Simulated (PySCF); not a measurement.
Compound: difluoroacetate, C2HF2O2 (charge -1).
Atom-mapped SMILES: `[O:1]=[C:2]([O-:3])[CH:4]([F:5])[F:6]` (hydrogens: H7 on C4)

Structure used (PBE0-D3(BJ)/def2-SVP), in Å, numbered top down from 1:
```xyz
7
C2HF2O2 angstrom
O      1.247   -1.326   -0.175
C      0.943   -0.131   -0.001
O      1.629    0.877    0.215
C     -0.599    0.078   -0.067
F     -1.198   -0.381    1.077
F     -0.980    1.381   -0.191
H     -1.036   -0.487   -0.912
```

The closed-shell ground state was solved at several levels (PySCF, density fitting, gas phase, non-relativistic). The geometry's basis has no diffuse functions, a weakness for an anion. No diffuse functions stand in pcJ-1, pcSseg-1 and pcSseg-2, which bears on an anion's orbital energies.

```json
{"level": "CAM-B3LYP/def2-SVPD", "basis functions": "140", "total energy (Eh)": "-426.6039", "HOMO (eV)": "-3.63", "LUMO (eV)": "5.22", "gap (eV)": "8.85"}
{"level": "PBE0/pcSseg-1", "basis functions": "107", "total energy (Eh)": "-426.5421", "HOMO (eV)": "-1.50", "LUMO (eV)": "6.13", "gap (eV)": "7.63"}
{"level": "B3LYP/pcJ-1", "basis functions": "172", "total energy (Eh)": "-427.0135", "HOMO (eV)": "-1.23", "LUMO (eV)": "5.85", "gap (eV)": "7.08"}
```

Q: Estimate the row for CAM-B3LYP/pcSseg-2, a basis of 230 functions; the other rows only guide the guess.

A: Total energy -427.0786 Eh, HOMO -3.44 eV, LUMO 5.60 eV, gap 9.04 eV.

Q: Over all these levels, which gives the widest orbital gap and which the narrowest?

A: CAM-B3LYP/pcSseg-2 (range-separated hybrid) has the widest, 9.04 eV, and B3LYP/pcJ-1 (global hybrid, 20 % exact exchange) the narrowest, 7.08 eV. Functional and basis both differ between the two, so the spread mixes both effects.

One conformer stands for the species.
